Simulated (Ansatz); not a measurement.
System: C2F3N, net charge 0, singlet state. SMILES: N#CC(F)(F)F
Geometry from a B3LYP-D3(BJ)/def2-TZVP (Ansatz, a program for electronic structure) optimisation:
```
C
F 1 1.3355
F 1 1.3355 2 108.66
F 1 1.3355 2 108.66 3 -118.06
C 1 1.4814 2 110.27 4 -120.97
N 5 1.1466 4 147.20 1 -180.00
```
Charge 0, spin multiplicity 1.

Property: enthalpy of formation at 298 K, in kcal/mol. Conventions: non-relativistic; UHF or UKS for open shells; spin-orbit terms left out; valence correlation only; 6-311+G** with 5d; LANL2DZ all-electron up to Ne; no dispersion term unless named; 6-31G* and kin with 6d, 5d where marked. CBS marks a two-point X^-3 extrapolation of the correlation energy; Hartree-Fock from the larger set. [CCSD(T)-MP2]/basis is that difference in the basis named. First-principles rows: single points at B3LYP-D3(BJ) geometries (Ansatz), with unscaled harmonic terms from B3LYP/6-31G* (Ansatz) at its own minima, enthalpies of formation by atomisation with measured atoms.

Measured values: G2/97 table in ASE (Curtiss et al.), the entry of C2F3N doubted and unchecked; they hold spin-orbit and core effects, anharmonicity. 

Value to compare with, the measured value: -118.4 kcal/mol.

| level | program | enthalpy of formation at 298 K (kcal/mol) | error |
|---|---|---|---|
| B3LYP/STO-3G | Ansatz | -96.8 | 21.6 |
| B3LYP/3-21G | Ansatz | -88.2 | 30.2 |
| B3LYP/LANL2DZ | Ansatz | -22.1 | 96.3 |
| B3LYP/6-31G | Ansatz | -51.9 | 66.5 |
| B3LYP/6-31G* | Ansatz | -120.4 | -2.0 |
| B3LYP/6-31+G* | Ansatz | -100.3 | 18.1 |
| B3LYP/def2-SVP | Ansatz | -130.2 | -11.8 |
| B3LYP/cc-pVDZ | Ansatz | -108.2 | 10.2 |
| B3LYP/6-311+G** | Ansatz | -100.1 | 18.3 |
| B3LYP/def2-TZVPD | Ansatz | -112.0 | 6.4 |
| RI-MP2/CBS(cc-pVTZ,cc-pVQZ)+[CCSD(T)-MP2]/cc-pVTZ | Ansatz | -118.1 | 0.3 |

Among the 9 habitual levels, B3LYP/LANL2DZ lies farthest from the measured value (96.3 kcal/mol) and B3LYP/6-31G* nearest (-2.0); 7 of 9 lie above it, and their mean absolute error is 30.6 kcal/mol, the median 18.3. One case shows no general order.

The sets are all those run for this method; left out are runs that failed, that the program found above a lower state of the same kind, or whose <S^2> lies over 0.5 above the pure value.
